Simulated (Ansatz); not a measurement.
The first iterations of a band of FH3Si (5 atoms, charge 0, multiplicity 1).

The calculation used RKS PBE-D4/def2-mTZVP in Ansatz.

```json
{"movable images": "5", "climbing image": "yes", "spring": "5.0 eV/Å²", "optimiser": "quadratic models (default)", "start path": "through a guess of the saddle point", "force threshold": "0.05 eV/Å", "iteration limit": "60", "end points": "relaxed"}
```

First end point:

```xyz
5
Properties=species:S:1:pos:R:3
Si 0.248 -0.011 0.175
H 0.236 0.008 1.668
H 1.652 0.008 -0.333
F -0.518 1.318 -0.366
H -0.472 -1.216 -0.334
```

Last end point:

```xyz
5
Properties=species:S:1:pos:R:3
Si 0.083 -0.014 -0.898
H 1.040 -0.241 1.369
H 1.513 0.070 0.851
F -0.780 1.324 -0.480
H -0.710 -1.032 -0.031
```

| iteration | highest image above the first end (eV) | largest band force component (eV/Å) |
| --- | --- | --- |
| 1 | 4.269 | 6.526 |
| 2 | 3.107 | 3.515 |
| 3 | 2.854 | 4.243 |

Task: Does the band converge within its limit, and where does its top end?

Result: It converged. It ended after 10 iterations with the highest image 2.706 eV above the first end. A vibrational analysis at the climbing image gives one clearly imaginary mode, 1099i cm⁻¹: a first-order saddle point. The orbitals stay closed-shell, which can raise the energy where a bond breaks towards radicals; this wasn't checked here.

Run time: 20 s on 1 thread of Intel(R) Xeon(R) 6975P-C (Granite Rapids) (shared host), peak memory 0.12 GiB.
